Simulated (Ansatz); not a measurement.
S3⁻ was relaxed with r2SCAN-D4 (def2-TZVPD) in Ansatz in these states: charge -1 doublet, charge -1 quartet. The geometries follow in no particular order.

A:

```tsv
atom	x (Å)	y (Å)	z (Å)
S1	0.752	0.873	1.748
S2	-0.752	-0.873	-1.747
S3	0.000	0.000	0.000
```

B:

```xyz
3

S     1.380   -1.035    0.098
S    -1.333    0.794   -0.760
S    -0.047    0.241    0.662
```

**Question.** Judge from the bond lengths which geometry belongs to which state (an estimate).

**Answer.** A is the charge -1 quartet (S2–S3 2.093 Å, S1–S3 2.093 Å); B is the charge -1 doublet (S2–S3 1.996 Å, S1–S3 1.996 Å).

At r2SCAN-D4/def2-TZVPD the highest occupied level of the charge -1 doublet lies above zero (up to 0.10 eV). By energy differences its removal costs 2.62 eV (vertical, to the charge 0 singlet, at r2SCAN-D4/def2-TZVPD); a positive level beside a positive removal energy at the same level points to self-interaction error. At PBE0-D4/def2-TZVPD a doublet lies 1.94 eV below the charge -1 quartet. These are the stationary points nearest to one start from a short search; other shapes may lie lower in each state.
